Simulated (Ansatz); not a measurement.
# C₄H₄O: up Jacob's ladder to CCSD(T)

How much do the methods differ for C₄H₄O? The plan is to run it at one geometry with functionals of several rungs and with coupled cluster, and see how far each lands from CCSD(T) at the basis-set limit for the atomisation energy.

Program: Ansatz 0.2.0, Gaussian basis. Level of theory: functionals in def2-TZVPP, the program's frozen cores in correlated methods. These are calculated values, not measurements.

The runs, in order: PBE-D4, r2SCAN-D4, PBE0-D4, B3LYP-D4, ωB97X-V, ωB97M-V, B2PLYP; CCSD(T)/def2-TZVPP; CCSD(T)/def2-QZVPP; extrapolation to the limit.

## Step 1: Structure used throughout

All runs share one geometry, relaxed beforehand with PBE0-D4 in a triple-zeta def2 set.

SMILES `C#COC=C`, 9 atoms, charge 0, spin multiplicity 1.

Atoms are counted from 1 here; the program's logs count them from 0.

Bond lengths: C1–C2 1.198 Å, C1–H6 1.063 Å, C2–O3 1.295 Å, O3–C4 1.384 Å, C4–C5 1.319 Å, C4–H7 1.081 Å, C5–H8 1.081 Å, C5–H9 1.083 Å. Angles: C2–C1–H6 179.3°, C1–C2–O3 177.5°, C2–O3–C4 118.3°, O3–C4–C5 125.6°, O3–C4–H7 109.0°, C5–C4–H7 125.4°, C4–C5–H8 118.9°, C4–C5–H9 122.0°, H8–C5–H9 119.1°.

## Step 2: PBE-D4 (GGA)

in.yaml

```yaml
crystal:
  periodic: [false, false, false]
  atoms:
    - {symbol: C, position_ang: [-2.158524, -0.231753, 0.620216]}
    - {symbol: C, position_ang: [-0.989152, -0.308745, 0.867446]}
    - {symbol: O, position_ang: [0.262084, -0.409469, 1.186361]}
    - {symbol: C, position_ang: [1.209883, -0.072564, 0.236457]}
    - {symbol: C, position_ang: [0.954805, 0.349638, -0.986385]}
    - {symbol: H, position_ang: [-3.198603, -0.168185, 0.411803]}
    - {symbol: H, position_ang: [2.195298, -0.211160, 0.658282]}
    - {symbol: H, position_ang: [1.781427, 0.583715, -1.641963]}
    - {symbol: H, position_ang: [-0.057219, 0.468511, -1.352216]}
basis:
  gaussian: {orbitals: def2-TZVPP}
hamiltonian: {xc: pbe, dispersion: d4}
output: {forces: true, orbitals: {seedname: orbitals}}
```

Launch:

```
$ ansatz run in.yaml --threads 2 --pin off --events-out ev --progress --plain --max-ram 32768MiB --backend cpu
```

The runs that follow: r2SCAN-D4 (meta-GGA); PBE0-D4 (hybrid); B3LYP-D4 (hybrid); ωB97X-V (range-separated); ωB97M-V (range-separated); B2PLYP (double hybrid); CCSD(T) in def2-TZVPP; CCSD(T) in def2-QZVPP.

Before running them: what should the planned runs give, taken together? Wanted: atomisation energy, CCSD(T)/CBS; farthest; mean size of error, hybrid; mean size of error, range-separated; gap, smallest and largest; T1 diagnostic; triples share of the correlation energy.

The runs gave:

| quantity | value |
| --- | --- |
| atomisation energy, CCSD(T)/CBS | 3899.3 kJ/mol |
| functionals within 19.5 kJ/mol (0.5 %) | ωB97X-V, B2PLYP |
| farthest | PBE-D4 (+174.6 kJ/mol) |
| mean size of error, hybrid | 37.3 kJ/mol |
| mean size of error, range-separated | 13.7 kJ/mol |
| gap, smallest and largest | 4.87 eV (PBE-D4), 11.63 eV (ωB97X-V) |
| T1 diagnostic | 0.0133 |
| triples share of the correlation energy | 4.6 % |

PBE-D4 misses by +174.6 kJ/mol. Double hybrids carry the basis error of their MP2 part in triple zeta, and no dispersion term here, so their miss is partly the set-up's. Misses under about 19.5 kJ/mol are within the doubt on the reference itself, which lacks core-valence correlation, relativity and higher excitations. Hartree-Fock recovers 70 % of the binding; the rest is correlation. The gap grows from 4.9 to 11.6 eV across the functionals, mostly with the share of exact exchange.
